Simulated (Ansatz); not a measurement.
Predict the output of the script below (the Python package of Ansatz (0.2.0)).

The script, `run_relaxed_scan.py`:
```python
from dataclasses import dataclass

import ansatz as az
import numpy as np


@dataclass(frozen=True)
class Options:
    basis_set: str = "def2-SVP"
    functional: str = "pbe"


opts = Options()

chcl = (
    az.Crystal.molecule()
    .atom("C", [-0.3108, 0.4953, 0.0])
    .atom("Cl", [1.3459, -0.1502, 0.0])
    .atom("H", [-1.0351, -0.3451, 0.0])
)

calculation = (
    chcl.calculation()
    .basis(gaussian=opts.basis_set)
    .functional(opts.functional)
    .spin("collinear", total=2)
)
symbols = [site.symbol for site in chcl.cartesian_sites]
pairs = [(0, 1), (0, 2)]
print("held (A)   E (eV)        ", "  ".join(f"{symbols[i]}{i}-{symbols[j]}{j}" for i, j in pairs))
for length in [1.64, 1.78, 1.92, 2.13, 2.4]:
    report = calculation.relax(constraints=[az.DistanceConstraint((0, 1), at=length)], force_tolerance=0.02, max_steps=60).run().report
    xyz = np.array(report["positions_ang"])
    print(f"{length:6.2f} {report['free_energy_ev']:14.5f}  ", "  ".join(f"{np.linalg.norm(xyz[i] - xyz[j]):.3f}" for i, j in pairs))
```

```console
$ python run_relaxed_scan.py
held (A)   E (eV)         C0-Cl1  C0-H2
DeckWarning: relax.constraints: the input's atoms, or those drawn, lie off the distances that are held; a relaxation that starts there is brought onto them ahead of its first SCF, by positions alone, an atom by 6.90e-2 Å at the most. With the symmetry detection on, the symmetry is detected on the input's atoms as so [...]
  1.64   -13560.67051   1.640  1.103
  1.78   -13560.55019   1.780  1.106
  1.92   -13560.13372   1.920  1.109
  2.13   -13559.33197   2.130  1.113
  2.40   -13558.33035   2.400  1.119
```
(Warnings from the package without file and line, shortened, repeats left out.)

What to keep in mind:
- Total energies depend on the basis set; only differences at equal settings carry meaning.
- The energies are electronic: no zero-point or thermal terms, and the basis set is short of its limit.
- The species is open-shell (spin multiplicity 3).
- Hardware and time: 8.6 s on 1 thread of AMD EPYC 9R45 96-Core Processor (Zen 5), on a shared host, peak memory 0.19 GiB.
